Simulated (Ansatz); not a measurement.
# CH2SSi (SMILES [SiH]#CS): single points off equilibrium

An exercise on one series of results from a longer session: the logs are not shown, and one member is left open.

The runs use Ansatz 0.2.0, Gaussian basis; single points in def2-TZVPP.

Correlated methods freeze the cores. B3LYP uses VWN-RPA correlation.

**The starting structure**

SMILES `[SiH]#CS`, 5 atoms, charge 0, spin multiplicity 1.

Atoms are counted from 1 here; the program's logs count them from 0.

Bond lengths: Si1–C2 1.697 Å, Si1–H4 1.434 Å, C2–S3 1.810 Å, S3–H5 1.306 Å. Angles: C2–Si1–H4 174.4°, Si1–C2–S3 120.1°, C2–S3–H5 93.6°.

Geometry (Å):

```
Si   -1.30760   -0.00690   -0.53550
C     0.06540    0.53260    0.30240
S     1.54040   -0.51250    0.39830
H    -2.51800   -0.33210   -1.23190
H     2.20130    0.34660    1.12670
```

Set-up of the first run:

Contents of run/in.yaml:

```yaml
crystal:
  periodic: [false, false, false]
  atoms:
    - {symbol: Si, position_ang: [-1.307600, -0.006900, -0.535500]}
    - {symbol: C, position_ang: [0.065400, 0.532600, 0.302400]}
    - {symbol: S, position_ang: [1.540400, -0.512500, 0.398300]}
    - {symbol: H, position_ang: [-2.518000, -0.332100, -1.231900]}
    - {symbol: H, position_ang: [2.201300, 0.346600, 1.126700]}
basis:
  gaussian: {orbitals: def2-TZVPP}
correlation: {method: ccsd_t}
output: {forces: true}
```

The command line of these runs was not kept.

Steps of the session up to this table: CCSD(T)/def2-TZVPP; PBE0-D4/def2-TZVPP; wB97M-V/def2-TZVPP; r2SCAN-D4/def2-TZVPP; PBE-D4/def2-TZVPP; revPBE-D4/def2-TZVPP; B3LYP-D4/def2-TZVPP.

One table of the session follows, with a row left open; its other results are not shown here.

```
   method  RMS force component (eV/Å)  angle to CCSD(T) forces (°)  dipole (D)
  CCSD(T)                       0.820                    reference        2.02
  PBE0-D4                           ?                            ?           ?
  wB97M-V                       1.102                         16.3        2.59
r2SCAN-D4                       1.003                          7.4        2.07
   PBE-D4                       0.975                         10.4        1.90
revPBE-D4                       0.929                         11.9        1.89
 B3LYP-D4                       0.984                          9.1        2.23
```

Estimate the missing values for PBE0-D4.

**Answer.** RMS force component (eV/Å): 1.089; angle to CCSD(T) forces (°): 10.0; dipole (D): 2.29. In the column «RMS force component (eV/Å)» it lies between r2SCAN-D4 (1.003) and wB97M-V (1.102).
